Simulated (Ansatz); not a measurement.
# CH4BN (SMILES [BH3-][N+]#C) at HF/STO-3G

What is the vertical electron affinity of CH4BN at HF/STO-3G? 

Program for the calculation: Ansatz 0.2.0.

**1. The molecule**

CH4BN: 7 atoms, total charge 0, spin state singlet. As SMILES, `[BH3-][N+]#C`. The shape comes from GFN2-xTB, which is rough for such elements, and wasn't checked as a minimum.

Bond lengths: B1–N2 1.446 Å, N2–C3 1.149 Å, B1–H4 1.191 Å, B1–H5 1.191 Å, B1–H6 1.191 Å, C3–H7 1.052 Å. Angles: B1–N2–C3 179.8°, N2–B1–H4 105.9°, N2–B1–H5 105.9°, N2–B1–H6 105.8°, N2–C3–H7 179.8°, H4–B1–H5 112.8°, H4–B1–H6 112.8°, H5–B1–H6 112.8°.

**2. The energy at HF/STO-3G**

Contents of in.yaml:

```yaml
crystal:
  periodic: [false, false, false]
  atoms:
    - {symbol: B, position_ang: [-0.679270, 0.619350, -0.271430]}
    - {symbol: N, position_ang: [0.343100, -0.317340, 0.137940]}
    - {symbol: C, position_ang: [1.158210, -1.058740, 0.463380]}
    - {symbol: H, position_ang: [-1.600190, -0.041380, -0.638300]}
    - {symbol: H, position_ang: [-0.196850, 1.266380, -1.147890]}
    - {symbol: H, position_ang: [-0.931780, 1.266950, 0.696120]}
    - {symbol: H, position_ang: [1.906790, -1.735220, 0.760180]}
basis:
  gaussian: {orbitals: STO-3G}
hamiltonian: {xc: hf}
accuracy: high
output: {orbitals: {seedname: orbitals}}
```

Started as:

```sh
ansatz run in.yaml --threads 1 --pin off --max-ram 2610MiB --events-out events.jsonl --progress --plain --runs-dir runs
```

The log of the run:

```text
Warning: RAYON_NUM_THREADS=1 ignored (pool sized by the plan → 1); use --threads N
Functional definition: HF
  name "HF"
  exchange = exact_x
  correlation = 0
343 factors; integrals over basis functions are off by at most 2.9e-8 eV
mean field evaluation 1: about -3202.3358 eV, gradient 2.4e1 eV
mean field evaluation 2: about -3202.3879 eV, gradient 2.4e1 eV
mean field evaluation 4: about -3204.4734 eV, gradient 2.8e0 eV
mean field evaluation 8: about -3204.5063 eV, gradient 2.7e-2 eV
mean field -3204.50628014 eV, -117.7634337029 hartree, gradient 9.8e-8 eV, S^2 0.000000; 0 other end points of the search recorded, 0 dependent functions left out
reference -3204.50628014 eV, -117.7634337029 hartree; 11, 11 occupied and 8, 8 virtual orbitals, 343 factors
Total energy: -3204.50628014 eV, -117.7634337029 hartree
```

It took 0.08 s on 1 thread of Intel Xeon 6975P-C (Granite Rapids), shared host.

**3. The doublet anion**

Contents of molecule.yaml:

```yaml
basis:
  gaussian: {orbitals: STO-3G}
crystal:
  periodic: [false, false, false]
  atoms:
    - symbol: B
      position_ang: [-0.679270, 0.619350, -0.271430]
    - symbol: N
      position_ang: [0.343100, -0.317340, 0.137940]
    - symbol: C
      position_ang: [1.158210, -1.058740, 0.463380]
    - symbol: H
      position_ang: [-1.600190, -0.041380, -0.638300]
    - symbol: H
      position_ang: [-0.196850, 1.266380, -1.147890]
    - symbol: H
      position_ang: [-0.931780, 1.266950, 0.696120]
    - symbol: H
      position_ang: [1.906790, -1.735220, 0.760180]
total_charge: -1
magnetization: {spin_polarized: true, initial_magnetization: 1}
hamiltonian: {xc: hf}
accuracy: high
output: {orbitals: {seedname: orbitals}}
```

Started as:

```sh
ansatz run molecule.yaml --threads 1 --pin off --max-ram 2610MiB --events-out events.jsonl --progress --plain --runs-dir runs
```

The log of the run:

```text
Warning: RAYON_NUM_THREADS=1 ignored (pool sized by the plan → 1); use --threads N
[... 4 set-up lines as earlier in the session ...]
344 factors; integrals over basis functions are off by at most 2.9e-8 eV
mean field evaluation 1: about -3197.9188 eV, gradient 1.1e1 eV
mean field evaluation 2: about -3198.0259 eV, gradient 1.1e1 eV
mean field evaluation 4: about -3199.1104 eV, gradient 5.0e-1 eV
mean field evaluation 8: about -3199.1183 eV, gradient 1.5e-2 eV
mean field evaluation 16: about -3199.1183 eV, gradient 1.8e-3 eV
mean field evaluation 32: about -3199.1185 eV, gradient 4.8e-4 eV
mean field evaluation 64: about -3199.1185 eV, gradient 1.9e-1 eV
mean field evaluation 96: about -3199.1187 eV, gradient 3.7e-1 eV
mean field evaluation 128: about -3199.0225 eV, gradient 7.7e-2 eV
mean field -3199.11848505 eV, -117.5654358851 hartree, gradient 1.5e-8 eV, S^2 0.762381; 6 other end points of the search recorded, 0 dependent functions left out
reference -3199.11848505 eV, -117.5654358851 hartree; 12, 11 occupied and 7, 8 virtual orbitals, 344 factors
Total energy: -3199.11848505 eV, -117.5654358851 hartree
```

Run time: 0.26 s. Hardware: 1 thread of Intel Xeon 6975P-C (Granite Rapids), shared host.

**4. Outcome**

At HF/STO-3G:

```
                                         quantity          value
                      singlet CH4BN: total energy  -117.76343 Eh
                       singlet CH4BN: HOMO energy       -9.69 eV
                       singlet CH4BN: LUMO energy        6.42 eV
                     singlet CH4BN: HOMO–LUMO gap       16.10 eV
                      doublet anion: total energy  -117.56544 Eh
doublet anion: HOMO energy (highest over α and β)        4.42 eV
 doublet anion: LUMO energy (lowest over α and β)       17.31 eV
                              doublet anion: ⟨S²⟩          0.762
vertical electron affinity (to the doublet anion)      -5.388 eV
```

What this shows: The anion lies 5.39 eV (124 kcal/mol) above the neutral: the electron isn't bound at this level, and such a value depends on the basis. Without diffuse functions anions come out too high. Hartree–Fock misses the correlation that binds many anions. The HOMO of this anion lies above zero, so its frontier levels hang on the basis. The HOMO (doublet anion) lies at positive energy, 4.42 eV: the electron is unbound at this level or held by a compact basis; values depend on the basis.
